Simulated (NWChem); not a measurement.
Program: NWChem. System: CH$_{2}$, charge 0, spin multiplicity 1, displaced from the optimised geometry. The structure started from a generated list of species. Level: PBE/cc-pVDZ, spin-restricted.

Input file:

```
start mol
memory heap 200 mb stack 900 mb global 1100 mb
geometry units angstroms nocenter noautoz noautosym
  C      0.000000     0.000000     0.179936
  H      1.508795     0.000000    -1.079614
  H     -0.862169     0.000000    -0.539807
end
basis spherical
  * library cc-pvdz
end
dft
  xc xpbe96 cpbe96
  semidirect memsize 60000000 filesize 0
  iterations 100
end
task dft energy
```

NWChem printed:

```
             Northwest Computational Chemistry Package (NWChem) 7.3.0
             --------------------------------------------------------

                                NWChem Input Module
                                -------------------

 Scaling coordinates for geometry "geometry" by  1.889725989
 (inverse scale =  0.529177249)

                             Geometry "geometry" -> ""
                             -------------------------

 Output coordinates in angstroms (scale by  1.889725989 to convert to a.u.)

  No.       Tag          Charge          X              Y              Z
 ---- ---------------- ---------- -------------- -------------- --------------
    1 C                    6.0000     0.00000000     0.00000000     0.17993600
    2 H                    1.0000     1.50879500     0.00000000    -1.07961400
    3 H                    1.0000    -0.86216900     0.00000000    -0.53980700

 Effective nuclear repulsion energy (a.u.)       4.6601138782

            Nuclear Dipole moment (a.u.)
            ----------------------------
        X                 Y               Z
 ---------------- ---------------- ----------------
     1.2219459571     0.0000000000    -1.0200835373


 Summary of "ao basis" -> "" (spherical)
 ------------------------------------------------------------------------------
       Tag                 Description            Shells   Functions and Types
 ---------------- ------------------------------  ------  ---------------------
 *                          cc-pvdz                   on all atoms

  pbe96 is a nonlocal functional; adding pw91lda local functional.

                                 NWChem DFT Module
                                 -----------------

 Summary of "ao basis" -> "ao basis" (spherical)
 ------------------------------------------------------------------------------
       Tag                 Description            Shells   Functions and Types
 ---------------- ------------------------------  ------  ---------------------
 C                          cc-pvdz                  6       14   3s2p1d
 H                          cc-pvdz                  3        5   2s1p
[...]
     4      0.420376  1 C  px                 3      0.345467  1 C  s
    20     -0.286757  3 H  s                 15      0.222816  2 H  s
     7      0.205170  1 C  px                16      0.190513  2 H  s
     2      0.166177  1 C  s                 21     -0.161445  3 H  s
     6      0.132856  1 C  pz                 9      0.044909  1 C  pz

 Vector    4  Occ=2.000000D+00  E=-2.299736D-01
              MO Center=  4.0D-01,  2.6D-11, -9.0D-02, r^2= 2.0D+00
   Bfn.  Coefficient  Atom+Function         Bfn.  Coefficient  Atom+Function
  ----- ------------  ---------------      ----- ------------  ---------------
     6      0.443292  1 C  pz                 3      0.332759  1 C  s
     9      0.292506  1 C  pz                15     -0.292830  2 H  s
    16     -0.279209  2 H  s                  2      0.172825  1 C  s
    20     -0.129511  3 H  s                 21     -0.098880  3 H  s
     7     -0.071744  1 C  px                 4     -0.066646  1 C  px

 Vector    5  Occ=0.000000D+00  E=-1.911066D-01
              MO Center= -2.0D-02, -1.4D-10,  1.6D-01, r^2= 1.1D+00
   Bfn.  Coefficient  Atom+Function         Bfn.  Coefficient  Atom+Function
  ----- ------------  ---------------      ----- ------------  ---------------
     5      0.642512  1 C  py                 8      0.487470  1 C  py
    23      0.026665  3 H  py

 Vector    6  Occ=0.000000D+00  E=-1.038861D-01
              MO Center=  7.5D-01,  5.9D-11, -4.9D-01, r^2= 2.3D+00
   Bfn.  Coefficient  Atom+Function         Bfn.  Coefficient  Atom+Function
  ----- ------------  ---------------      ----- ------------  ---------------
    16      0.596817  2 H  s                  4     -0.366149  1 C  px
    15      0.366905  2 H  s                  6      0.360880  1 C  pz
     9      0.339367  1 C  pz                 7     -0.305699  1 C  px
     3     -0.255081  1 C  s                 21      0.116645  3 H  s
     2     -0.105820  1 C  s

 Vector    7  Occ=0.000000D+00  E= 6.316245D-02
              MO Center= -9.8D-01,  5.1D-11, -6.3D-01, r^2= 2.4D+00
   Bfn.  Coefficient  Atom+Function         Bfn.  Coefficient  Atom+Function
  ----- ------------  ---------------      ----- ------------  ---------------
    21      1.867882  3 H  s                  3     -1.148458  1 C  s
     7      0.647900  1 C  px                 9      0.507160  1 C  pz
     4      0.341039  1 C  px                 6      0.209611  1 C  pz
    20      0.145035  3 H  s                  2     -0.137052  1 C  s
    15     -0.080388  2 H  s                 16     -0.079799  2 H  s

 center of mass
 --------------
 x =   0.08786661 y =   0.00000000 z =   0.07107400

 moments of inertia (a.u.)
 ------------------
           6.560245692882           0.000000000000           4.275014685139
           0.000000000000          17.320313165338           0.000000000000
           4.275014685139           0.000000000000          10.760067472456

     Multipole analysis of the density
     ---------------------------------

     L   x y z        total         alpha         beta         nuclear
     -   - - -        -----         -----         ----         -------
     0   0 0 0     -0.000000     -4.000000     -4.000000      8.000000

     1   1 0 0     -0.473946     -0.847946     -0.847946      1.221946
     1   0 1 0     -0.000000     -0.000000     -0.000000      0.000000
     1   0 0 1     -0.329006      0.345539      0.345539     -1.020084

     2   2 0 0     -6.047101     -8.415496     -8.415496     10.783892
     2   1 1 0      0.000000      0.000000      0.000000      0.000000
     2   1 0 1      0.042901      2.098937      2.098937     -4.154974
     2   0 2 0     -5.153713     -2.576857     -2.576857      0.000000
     2   0 1 1     -0.000000     -0.000000     -0.000000      0.000000
     2   0 0 2     -6.977176     -6.436894     -6.436894      5.896612

 Task  times  cpu:        1.4s     wall:        1.4s

 Total times  cpu:        1.4s     wall:        1.4s
```
